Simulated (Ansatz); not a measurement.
# AlH5OSi: vertical ionisation energy

An exercise on one series of results from a longer session: the logs are not shown, and one member is left open.

Program: Ansatz 0.2.0, Gaussian basis. Level of theory: unrestricted cation, the program's frozen cores in correlated methods. These are calculated values, not measurements.

Levels to be run: UKS PBE-D4/def2-TZVPP; UKS r2SCAN-D4/def2-TZVPP; UKS PBE0-D4/def2-TZVPP; UKS B3LYP-D4/def2-TZVPP; UKS wB97X-V/def2-TZVPP; UKS wB97M-V/def2-TZVPP; UKS B2PLYP/def2-TZVPP; UHF-CCSD(T)/def2-TZVPP; UHF-MP2/def2-QZVPP; extrapolation to the limit; then −ε(HOMO) from the neutral's earlier runs with LDA (SPW92), PBE-D4, revPBE-D4, BLYP-D4, r2SCAN-D4, B97M-V, PBE0-D4, B3LYP-D4, r2SCANh-D4, r2SCAN0-D4, HSE06-D4, BHLYP-D4, CAM-B3LYP-D4, LC-ωPBE, ωB97X-V, ωB97M-V.

## Structure used throughout

An earlier PBE0-D4 in a triple-zeta def2 set relaxation fixed the geometry.

SMILES `[AlH2][O][SiH3]`, 8 atoms, charge 0, spin multiplicity 1.

Atoms are counted from 1 here; the program's logs count them from 0.

Bond lengths: Al1–O2 1.681 Å, Al1–H4 1.579 Å, Al1–H5 1.579 Å, O2–Si3 1.623 Å, Si3–H6 1.487 Å, Si3–H7 1.487 Å, Si3–H8 1.487 Å. Angles: O2–Al1–H4 118.0°, O2–Al1–H5 118.0°, H4–Al1–H5 124.1°, Al1–O2–Si3 178.9°, O2–Si3–H6 109.9°, O2–Si3–H7 110.3°, O2–Si3–H8 110.3°, H6–Si3–H7 108.8°, H6–Si3–H8 108.8°, H7–Si3–H8 108.6°.

Set-up of the first run:

File in.yaml:

```yaml
crystal:
  periodic: [false, false, false]
  atoms:
    - {symbol: Al, position_ang: [-0.997576, 1.071157, -1.153569]}
    - {symbol: O, position_ang: [-0.093269, 0.088195, -0.132139]}
    - {symbol: Si, position_ang: [0.785008, -0.836129, 0.872302]}
    - {symbol: H, position_ang: [-2.435748, 0.574765, -1.576372]}
    - {symbol: H, position_ang: [-0.355648, 2.432175, -1.632471]}
    - {symbol: H, position_ang: [1.629564, -1.775204, 0.087177]}
    - {symbol: H, position_ang: [-0.108431, -1.624249, 1.762763]}
    - {symbol: H, position_ang: [1.668201, 0.012288, 1.716509]}
basis:
  gaussian: {orbitals: def2-TZVPP}
total_charge: 1
magnetization: {spin_polarized: true, initial_magnetization: 1}
hamiltonian: {xc: pbe, dispersion: d4}
```

Launch:

```
$ ansatz run in.yaml --threads 4 --pin off --events-out ev --progress --plain --max-ram 10444MiB
```

Among the steps run: Cation, UKS PBE-D4/def2-TZVPP; Cation, UKS r2SCAN-D4/def2-TZVPP; Cation, UKS PBE0-D4/def2-TZVPP; Cation, UKS B3LYP-D4/def2-TZVPP; Cation, UKS wB97X-V/def2-TZVPP; Cation, UKS wB97M-V/def2-TZVPP; Cation, UKS B2PLYP (frozen core)/def2-TZVPP; Cation, UHF-CCSD(T)/def2-TZVPP; Cation, UHF-MP2/def2-QZVPP.

One table of the session follows, with a row left open; its other results are not shown here.

For comparison, −ε(HOMO) of the neutral from earlier runs:

```
  functional  −ε(HOMO) (eV)
 LDA (SPW92)           6.95
      PBE-D4              ?
   revPBE-D4           6.88
     BLYP-D4           6.83
   r2SCAN-D4           7.23
      B97M-V           7.38
     PBE0-D4           8.24
    B3LYP-D4           8.05
  r2SCANh-D4           7.72
  r2SCAN0-D4           8.46
    HSE06-D4           7.84
    BHLYP-D4           9.52
CAM-B3LYP-D4           9.64
     LC-ωPBE          10.99
     ωB97X-V          10.66
     ωB97M-V          10.48
```

**Question.** Estimate the row for PBE-D4.

As computed: −ε(HOMO) (eV): 6.90. In the column «−ε(HOMO) (eV)» it lies between revPBE-D4 (6.88) and LDA (SPW92) (6.95).

To keep in mind: The cation may have settled in a state other than its lowest; no search over hole states beyond the program's own was made.
